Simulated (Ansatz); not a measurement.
Program: Ansatz. Geometries: PBE0-D4/def2-TZVP. ΔE: electronic, gas phase. CCSD(T)/CBS is the MP2 limit (def2-TZVPP, def2-QZVPP) plus CCSD(T) − MP2 in def2-TZVPP, frozen cores. This one scheme is used for every species, atoms too. Functionals use def2-TZVPP. HSE06 is defined as in plane-wave codes. No spin–orbit coupling; open shells (•) take unrestricted orbitals. Spin–orbit coupling would lower the free atoms: a little for C, O. Each species was taken in one conformer, which may not be the lowest.

Consider the atomization: `COC(C)OC` → 4 C• + 10 H• + 2 O•.

`COC(C)OC`:

```xyz
16

C    -1.344   -1.046   -1.486
O    -1.139   -1.014   -0.093
C    -0.295   -0.001    0.323
C    -0.302    0.015    1.832
O     0.993   -0.251   -0.194
C     1.796    0.891   -0.310
H    -2.081   -1.824   -1.680
H    -1.735   -0.085   -1.848
H    -0.420   -1.278   -2.022
H    -0.642    0.969   -0.085
H    -1.306    0.224    2.203
H     0.021   -0.960    2.201
H     0.376    0.781    2.212
H     1.306    1.669   -0.912
H     2.717    0.589   -0.808
H     2.055    1.321    0.666
```

Q: What is ΔE at CCSD(T)/CBS? (Best estimate.)

A: The calculation gave: +64.48 eV.

Q: What do these levels give: BLYP-D4, HSE06-D4, B2PLYP, BHLYP, HF/def2-QZVPP, MP2/def2-QZVPP? (Estimate.)

A: The calculation gave: BLYP-D4 64.37, HSE06-D4 64.73, B2PLYP 63.81, BHLYP 62.21, HF/def2-QZVPP 46.91, MP2/def2-QZVPP 64.75 eV.

Largest T1 diagnostic among the species: 0.011.

From PBE to PBE0 (25 % exact exchange), in def2-TZVPP and without D4, ΔE moves by −1.15 eV: exact exchange takes away binding that semilocal exchange gives to molecules. Leaving LDA and LC-ωPBE aside and taking each functional with its dispersion term where it has one, the values, not all of them listed here, spread over 3.37 eV, from BHLYP-D4 to PBE-D4. LDA lies +8.68 eV from PBE without D4, its usual overbinding. In def2-TZVPP, CCSD(T) changes the Hartree–Fock value by +16.13 eV (the triples alone add +0.89 eV) and MP2 by +17.02 eV; breaking electron pairs costs correlation energy, which Hartree–Fock lacks.

For atomizations the MP2-based limit and the directly extrapolated one differ by several kJ/mol either way, and by 10 to 25 for some Ge, Se and Sn compounds, so smaller differences from it don't rank the levels.
